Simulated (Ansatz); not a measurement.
The input, for Ansatz 0.2.0:

```yaml
crystal:
  periodic: [false, false, false]
  atoms:
    - {symbol: Al, position_ang: [0.000000, -0.174276, 1.292793]}
    - {symbol: Al, position_ang: [0.000000, 0.132732, -1.323985]}
    - {symbol: H, position_ang: [0.000000, 2.276749, 3.133093]}
    - {symbol: H, position_ang: [0.000000, -1.164670, -2.298112]}
basis:
  gaussian: {orbitals: 6-31G}
magnetization: {spin_polarized: true, initial_magnetization: 0}
correlation: {method: ccsdt_q, electrons: outside_noble_gas}
```

```sh
$ ansatz run in.yaml --threads 1 --pin off --events-out ev --progress --plain --max-ram 2393MiB
```

The program prints:

```
605 factors; integrals over basis functions are off by at most 1.9e-7 eV
mean field evaluation 1: about -13189.0222 eV, gradient 8.7e0 eV
mean field evaluation 2: about -13189.0227 eV, gradient 8.7e0 eV
mean field evaluation 4: about -13190.7223 eV, gradient 7.8e-1 eV
mean field evaluation 8: about -13190.7424 eV, gradient 1.7e-3 eV
mean field evaluation 16: about -13190.7600 eV, gradient 1.5e-1 eV
mean field evaluation 32: about -13191.7605 eV, gradient 2.2e-2 eV
mean field evaluation 64: about -13191.7282 eV, gradient 9.8e-2 eV
mean field evaluation 96: about -13179.8025 eV, gradient 1.8e1 eV
mean field evaluation 128: about -13191.7606 eV, gradient 1.6e-6 eV
mean field evaluation 160: about -13192.0705 eV, gradient 1.1e-1 eV
...
cycle  37  -2.45947835 eV  change    3.9e-6 eV  update   1.7e-6
cycle  38  -2.45947609 eV  change    2.3e-6 eV  update   1.1e-6
cycle  39  -2.45947439 eV  change    1.7e-6 eV  update   8.4e-7
cycle  40  -2.45947341 eV  change    9.7e-7 eV  update   6.3e-7
cycle  41  -2.45947340 eV  change    8.7e-9 eV  update   5.2e-7
cycle  42  -2.45947247 eV  change    9.3e-7 eV  update   4.1e-7
cycle  43  -2.45947209 eV  change    3.9e-7 eV  update   3.3e-7
cycle  44  -2.45947183 eV  change    2.6e-7 eV  update   2.4e-7
cycle  45  -2.45947134 eV  change    4.8e-7 eV  update   2.0e-7
cycle  46  -2.45947136 eV  change   -1.6e-8 eV  update   1.6e-7
perturbative correction -0.02328921 eV, -0.0008558628 hartree
Total energy: -13194.55734275 eV, -484.8910387539 hartree
```

For the same geometry and basis full CI lies 8.1 meV lower.

Ran on 1 thread of Arm Neoverse V1, shared host: 10 s wall, 0.16 GiB peak host memory.
